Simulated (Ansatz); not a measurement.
Basis-set limit of C2H2, singlet

```yaml
atoms:
  - { symbol: C, position_ang: [0.0000, 0.0000, 0.5985] }
  - { symbol: C, position_ang: [0.0000, 0.0000, -0.5985] }
  - { symbol: H, position_ang: [0.0000, 0.0000, 1.6632] }
  - { symbol: H, position_ang: [0.0000, 0.0000, -1.6632] }
```

Connectivity, by distances: CH–CH.

Ansatz 0.2.0, RHF determinant, valence electrons correlated. Energies in eV.

```json
{"set": "def2-TZVPP", "X": "3", "functions": "90", "Hartree–Fock": "-2091.2595", "MP2 correlation": "-8.3760", "CCSD(T) correlation": "-9.1553", "time": "6.5 s on 1 × NVIDIA H100 80GB HBM3 with 1 thread of AMD EPYC 7R13 Processor (Zen 3) (shared host)"}
{"set": "def2-QZVPP", "X": "4", "functions": "174", "Hartree–Fock": "-2091.3505", "MP2 correlation": "-8.9160", "CCSD(T) correlation": "-9.6238", "time": "8 s on 1 × NVIDIA H100 80GB HBM3 with 1 thread of AMD EPYC 7R13 Processor (Zen 3) (shared host)"}
```

Hartree–Fock is taken to follow E(X) = E∞ + A·exp(−7.88·√X), correlation E(X) = E∞ + B·X^−2.97.

Problem. Work out the CCSD(T) energy at the limit, and how far the shortcut misses it that extrapolates MP2 and adds CCSD(T) minus MP2 from the smaller set.

Solution. Hartree–Fock: E∞ = E4 + 0.1377·(E4 − E3) = -2091.3630. Correlation: E∞ = E4 + 0.7407·(E4 − E3) = -9.9708 for CCSD(T) and -9.3161 for MP2. The limit is -2101.3338 eV, 0.360 eV below def2-QZVPP. The shortcut gives a correlation energy of -9.3161 + (-0.7793) = -10.0954, 125 meV lower than the direct value.
